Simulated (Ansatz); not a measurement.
Other spins and charges of PH₄, doublet at one geometry

Geometry (PBE0/def2-TZVP stationary point for this spin, not checked as a minimum):

```yaml
atoms:
  - { symbol: P, position_ang: [0.0456, 0.0000, 0.0000] }
  - { symbol: H, position_ang: [0.1616, 0.0000, -1.5147] }
  - { symbol: H, position_ang: [-0.8626, 1.0782, 0.0000] }
  - { symbol: H, position_ang: [-0.8626, -1.0782, 0.0000] }
  - { symbol: H, position_ang: [0.1616, 0.0000, 1.5147] }
```

Basis cc-pVDZ; Ansatz 0.2.0. Correlated methods freeze the noble-gas cores. R marks a restricted (for open shells ROHF) determinant, U an unrestricted one. Active spaces: valence = (9e, 8o) chosen from the atoms' valence shells.

Gaps are energies of the second state less the first, at fixed atoms, for a selection of the levels run; each method lands on the state that its own search finds for that charge and spin.

For open shells CISD is restricted-active-space CI with the open shells as a complete middle space.

PBE gives 7.381 eV for quartet less doublet. Estimate what UCCSDT(Q) gives in cc-pVDZ.

UCCSDT(Q) in cc-pVDZ gives 7.719 eV, so against it PBE is off by -0.338 eV.

```json
{"level": "RHF", "gap (eV)": "7.711", "error (meV)": "-8"}
{"level": "UHF", "gap (eV)": "7.525", "error (meV)": "-194"}
{"level": "RMP2", "gap (eV)": "7.781", "error (meV)": "62"}
{"level": "UMP2", "gap (eV)": "7.845", "error (meV)": "126"}
{"level": "RCCSD", "gap (eV)": "7.783", "error (meV)": "64"}
{"level": "UCCSD", "gap (eV)": "7.784", "error (meV)": "65"}
{"level": "RCCSD(T)", "gap (eV)": "7.749", "error (meV)": "30"}
{"level": "UCCSD(T)", "gap (eV)": "7.753", "error (meV)": "34"}
{"level": "BCCD(T)", "gap (eV)": "7.752", "error (meV)": "33"}
{"level": "RCCSDT", "gap (eV)": "7.724", "error (meV)": "5"}
{"level": "UCCSDT", "gap (eV)": "7.725", "error (meV)": "6"}
{"level": "RCCSDT(Q)", "gap (eV)": "7.719", "error (meV)": "0"}
{"level": "r2SCAN", "gap (eV)": "7.325", "error (meV)": "-394"}
{"level": "PBE0", "gap (eV)": "7.526", "error (meV)": "-193"}
{"level": "B3LYP", "gap (eV)": "7.647", "error (meV)": "-72"}
{"level": "wB97M-V", "gap (eV)": "7.951", "error (meV)": "232"}
{"level": "B2PLYP", "gap (eV)": "7.757", "error (meV)": "38"}
{"level": "RPA-PBE", "gap (eV)": "7.718", "error (meV)": "-1"}
```

PBE gives 11.737 eV for removing an electron, to the triplet. Estimate what UCCSDT(Q) gives in cc-pVDZ.

UCCSDT(Q) in cc-pVDZ gives 11.770 eV, so against it PBE is off by -0.033 eV.

```tsv
level	gap (eV)	error (meV)
RCCSD	11.778	8
RCCSD(T)	11.776	6
RCCSDT	11.771	1
UCCSDT	11.770	0
RCCSDT(Q)	11.770	0
r2SCAN	11.757	-13
B3LYP	11.932	162
wB97M-V	11.985	215
RPA-PBE	11.848	78
```

Removing an electron, to the singlet: 7.253 eV at UCCSDT(Q).

```csv
level,gap (eV),error (meV)
RHF,6.985,-268
UHF,7.190,-63
RMP2,7.274,21
UMP2,7.263,10
CISD,7.236,-17
RCCSD,7.258,5
UCCSD,7.262,9
RCCSD(T),7.255,2
UCCSD(T),7.254,1
BCCD(T),7.254,1
RCCSDT,7.253,0
UCCSDT,7.254,1
RCCSDT(Q),7.253,0
CASSCF (valence space),6.337,-916
NEVPT2 (valence space),7.123,-130
MRCISD (valence space),7.184,-69
MRCISD+Q (valence space),7.267,14
PBE,7.496,243
r2SCAN,7.648,395
PBE0,7.594,341
B3LYP,7.625,372
r2SCANh,7.677,424
wB97M-V,7.449,196
B2PLYP,7.461,208
RPA-PBE,7.444,191
```

In so small a basis the reference is far from its limit while semilocal and hybrid functionals are nearer theirs (RPA and double hybrids share much of the reference's basis error), so the functionals' errors here hold much of the reference's basis and frozen-core error, which can add to them or hide them.

Full CI isn't at hand for all of this; UCCSDT(Q) serves as the reference, and is uncertain by about the last step of the cluster series. The frozen core follows each run's orbitals, which can shift R against U totals by a few meV.
